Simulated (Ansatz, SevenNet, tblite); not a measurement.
# Lattice constant a of zinc-blende CuCl: levels of theory against measurement

Reference value: 5.409 Å (measured, low temperature, extrapolated to low temperature; as tabulated in arXiv:1206.3780).

```json
[
 {"level (code)": "IPEA1-xTB (tblite)", "value (Å)": "5.612"},
 {"level (code)": "SevenNet-0 (SevenNet)", "value (Å)": "5.413"},
 {"level (code)": "LDA (Ansatz)", "value (Å)": "5.208"},
 {"level (code)": "PBE (Ansatz)", "value (Å)": "5.424"},
 {"level (code)": "PBE0 (Ansatz)", "value (Å)": "___"}
]
```

**Question.** What belongs in the gaps?

**Answer.** 
- PBE0 (Ansatz, an electronic-structure program), value (Å): 5.442

Differences against the reference: IPEA1-xTB +3.75 %, SevenNet-0 +0.07 %, LDA -3.72 %, PBE +0.28 %, PBE0 +0.61 %.

Leaving aside IPEA1-xTB, which can be fitted to such values or carry a doubt: Nearest, and too close to rank with a margin of 0.33 % (twice that across the reference) picked here for doubts on the reference and the settings, and for temperature and zero-point motion: SevenNet-0 (+0.07 %), PBE (+0.28 %). LDA (-3.72 %) misses by most. Within 0.5 %: SevenNet-0, PBE.

The reference has no zero-point or thermal correction, while the calculations are for a static lattice, so the differences are not the levels' errors alone. A static lattice is as a rule a little smaller than the measured one.  IPEA1-xTB: this parameter set was refitted to ionisation energies, not structures. IPEA1-xTB: the run uses a supercell at the zone centre in place of a k mesh. Cutoffs and k meshes differ between the levels. Ansatz's density-functional and Hartree–Fock values are scalar-relativistic unless marked +SOC, with PAW data made under PBE.

Machine-learned potentials (SevenNet-0) are trained on DFT data, which may include these solids.

Differences are worked out from the printed values.
